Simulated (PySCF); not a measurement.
Spectrum to structure. Computed with TDDFT PBE0/def2-SVPD, vertical, gas phase, core orbitals frozen in the response (PySCF). Geometries: GFN2-xTB, one conformer each.

```
state  E (eV)  λ (nm)       f
   S1    7.87   157.5  0.0013
   S2    8.19   151.3  0.0027
   S3    8.22   150.8   0.015
   S4    8.71   142.3   0.036
   S5    8.80   140.9   0.026
   S6    9.10   136.2  0.0072
   S7    9.36   132.4  0.0048
   S8    9.62   128.9   0.013
```

Triplets computed (Tamm–Dancoff): 6.48, 7.07, 7.07 eV.

**Question.** Which candidate is it? All have the formula C4H7N.
A. `CC(C)C#N`
B. `C(=N/[H])/CC=C`
C. `C=C[C@H]1CN1`

**Answer.** A. Its S1, at 7.87 eV, is the highest among the candidates; the nearest of the others has S1 at 5.58 eV. S1 is HOMO-1→LUMO (38%), HOMO-1→LUMO+2 (29%), HOMO→LUMO+1 (20%). Löwdin shares by element: HOMO (one of a set within 0.03 eV) nitrogen 42%, carbon 41% or more, hydrogen 6% or more; LUMO carbon 53% (atoms not listed hold the other 47%). At the same level the other candidates give, for their lowest levels:
- `[H]/N=C\CC=C`: 5.04 eV (f 0.011); 6.61 eV (f 0.005); 6.67 eV (f 0.185); 7.14 eV (f 0.027); 7.48 eV (f 0.059); T1 4.15 eV; HOMO -7.27, LUMO -0.57 eV
- `C=C[C@H]1CN1`: 5.58 eV (f 0.103); 6.40 eV (f 0.017); 6.81 eV (f 0.011); 7.22 eV (f 0.011); 7.26 eV (f 0.168); T1 3.97 eV; HOMO -6.73, LUMO -0.18 eV
